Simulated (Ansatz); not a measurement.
# CH₅FSi (SMILES FC[SiH3]): functionals against CCSD(T) at one geometry

A test off equilibrium: a structure displaced at random from a GFN2-xTB minimum is computed at several levels, and each is set against CCSD(T).

Method: single points in def2-TZVPP; program: Ansatz 0.2.0, Gaussian basis.

Correlated methods freeze the cores. B3LYP uses VWN-RPA correlation.

## 1. Where the work starts

SMILES `FC[SiH3]`, 8 atoms, charge 0, spin multiplicity 1.

Atoms are counted from 1 here; the program's logs count them from 0.

Bond lengths: F1–C2 1.449 Å, C2–Si3 1.913 Å, C2–H4 0.994 Å, C2–H5 1.027 Å, Si3–H6 1.421 Å, Si3–H7 1.481 Å, Si3–H8 1.486 Å. Angles: F1–C2–Si3 108.1°, F1–C2–H4 92.1°, F1–C2–H5 106.5°, Si3–C2–H4 119.7°, Si3–C2–H5 110.4°, H4–C2–H5 117.1°, C2–Si3–H6 96.2°, C2–Si3–H7 108.9°, C2–Si3–H8 107.7°, H6–Si3–H7 108.8°, H6–Si3–H8 119.3°, H7–Si3–H8 114.2°.

Coordinates:

```
atom    x (Å)    y (Å)    z (Å)
  F1  -0.7879  -0.5236  -1.6931
  C2  -0.5027   0.4443  -0.6533
 Si3   0.5070  -0.4315   0.7146
  H4  -1.4683   0.6294  -0.5100
  H5   0.0563   1.1863  -1.0917
  H6   0.6111   0.6958   1.5728
  H7   1.8524  -0.7530   0.1848
  H8  -0.2700  -1.6167   1.1627
```

## 2. CCSD(T)/def2-TZVPP

Contents of run/in.yaml:

```yaml
crystal:
  periodic: [false, false, false]
  atoms:
    - {symbol: F, position_ang: [-0.787900, -0.523600, -1.693100]}
    - {symbol: C, position_ang: [-0.502700, 0.444300, -0.653300]}
    - {symbol: Si, position_ang: [0.507000, -0.431500, 0.714600]}
    - {symbol: H, position_ang: [-1.468300, 0.629400, -0.510000]}
    - {symbol: H, position_ang: [0.056300, 1.186300, -1.091700]}
    - {symbol: H, position_ang: [0.611100, 0.695800, 1.572800]}
    - {symbol: H, position_ang: [1.852400, -0.753000, 0.184800]}
    - {symbol: H, position_ang: [-0.270000, -1.616700, 1.162700]}
basis:
  gaussian: {orbitals: def2-TZVPP}
correlation: {method: ccsd_t}
output: {forces: true}
```

No record of the launch command was kept for these runs.

## 3. PBE0-D4/def2-TZVPP

run/in.yaml: that of step 2 with these lines changed.

```diff
@@ -13,3 +13,3 @@
   gaussian: {orbitals: def2-TZVPP}
-correlation: {method: ccsd_t}
-output: {forces: true}
+hamiltonian: {xc: pbe0, dispersion: d4}
+output: {forces: true, orbitals: {seedname: orbitals}}
```

## 4. wB97M-V/def2-TZVPP

run/in.yaml: that of step 3 with these lines changed.

```diff
@@ -13,3 +13,3 @@
   gaussian: {orbitals: def2-TZVPP}
-hamiltonian: {xc: pbe0, dispersion: d4}
-output: {forces: true, orbitals: {seedname: orbitals}}
+hamiltonian: {xc: {name: wB97M-V}}
+output: {forces: true}
```

## 5. r2SCAN-D4/def2-TZVPP

run/in.yaml: that of step 4 with these lines changed.

```diff
@@ -13,3 +13,3 @@
   gaussian: {orbitals: def2-TZVPP}
-hamiltonian: {xc: {name: wB97M-V}}
+hamiltonian: {xc: r2scan, dispersion: d4}
 output: {forces: true}
```

## 6. PBE-D4/def2-TZVPP

run/in.yaml: that of step 5 with these lines changed.

```diff
@@ -13,3 +13,3 @@
   gaussian: {orbitals: def2-TZVPP}
-hamiltonian: {xc: r2scan, dispersion: d4}
+hamiltonian: {xc: pbe, dispersion: d4}
 output: {forces: true}
```

## 7. r2SCANh-D4/def2-TZVPP

run/in.yaml: that of step 6 with these lines changed.

```diff
@@ -13,3 +13,3 @@
   gaussian: {orbitals: def2-TZVPP}
-hamiltonian: {xc: pbe, dispersion: d4}
+hamiltonian: {xc: {name: r2SCANh}, dispersion: d4}
 output: {forces: true}
```

## 8. B3LYP-D4/def2-TZVPP

run/in.yaml: that of step 7 with these lines changed.

```diff
@@ -13,3 +13,3 @@
   gaussian: {orbitals: def2-TZVPP}
-hamiltonian: {xc: {name: r2SCANh}, dispersion: d4}
+hamiltonian: {xc: {name: B3LYP}, dispersion: d4}
 output: {forces: true}
```

(Steps that only read results are left out.)

Before running it: what results should come out? Wanted: energy less free atoms, CCSD(T)/def2-TZVPP; RMS force component; RMS force error; HOMO and LUMO, PBE0-D4; T1 diagnostic.

The runs gave:

```
                                  quantity                                                                                               value
energy less free atoms, CCSD(T)/def2-TZVPP                                                                                     -596.5 kcal/mol
                       RMS force component                                                                1.511 to 1.590 eV/Å over the methods
                           RMS force error  PBE0-D4 0.089, wB97M-V 0.044, r2SCAN-D4 0.070, PBE-D4 0.162, r2SCANh-D4 0.042, B3LYP-D4 0.067 eV/Å
                    HOMO and LUMO, PBE0-D4                                                                                   -8.48 and 0.22 eV
                             T1 diagnostic                                                                                               0.012
```

In words: Against CCSD(T) the functionals' energies less atoms differ by -17.4 to -9.4 kcal/mol, PBE-D4 by -17.4 kcal/mol. The reference is not at the basis limit: in triple zeta CCSD(T) underbinds, which counts against methods that bind more; the gaps are no ranking. On forces the order runs from r2SCANh-D4 to PBE-D4. Frozen-core CCSD(T) forces in triple zeta carry basis errors of their own, and this is one geometry, so small gaps rank nothing.
